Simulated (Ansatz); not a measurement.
Ideal-gas functions of HNO$_{3}$ (`O=[N+]([O-])O`) at 298.15 K and 1 bar, from an Ansatz frequency run at PBE0-D4/def2-TZVP.

Molar mass 63.01 g/mol, point group Cs (symmetry number 1), electronic degeneracy 1, moments of inertia 38.067, 40.734, 78.801 u Å². Harmonic wavenumbers (cm⁻¹, unscaled): 505, 609, 691, 814, 956, 1343, 1401, 1821, 3763.

Use S(trans) = R[1.5 ln M + 2.5 ln T − 1.1517]; rotational temperatures θ = 24.2544 K / I; S(rot) = R[ln(√π/σ · √(T³/θAθBθC)) + 1.5]; for each mode x = 1.438777 ν̃/T, S = R[x/(eˣ − 1) − ln(1 − e⁻ˣ)] and H = RT x/(eˣ − 1); 1 cm⁻¹ = 0.0119627 kJ/mol; R = 8.31446 J/(mol·K).

Problem. By hand: the entropy, in J/(mol·K).

Solution. Translation 160.5. Rotation: θ = 0.6372, 0.5954, 0.3078 K, giving 97.2. Vibration, mode by mode: 2.70, 1.82, 1.33, 0.82, 0.47, 0.10, 0.07, 0.01, 0.00, in all 7.3. Electronic 0.0. Sum 265.0 J/(mol·K).

Problem. By hand: H − E and G − E in kJ/mol, counted from the electronic energy.

Solution. Zero-point energy ½ × 11903 × 0.0119627 = 71.2; thermal vibration 1.6; translation, rotation and pV give 4 RT = 9.9. H − E = 82.7 kJ/mol, and G − E = 82.7 − 298.15 × 265.0/1000 = 3.7 kJ/mol.

Vibration gives 3 % of the entropy. The sum counts one conformer and one mirror image; others add a mixing term.
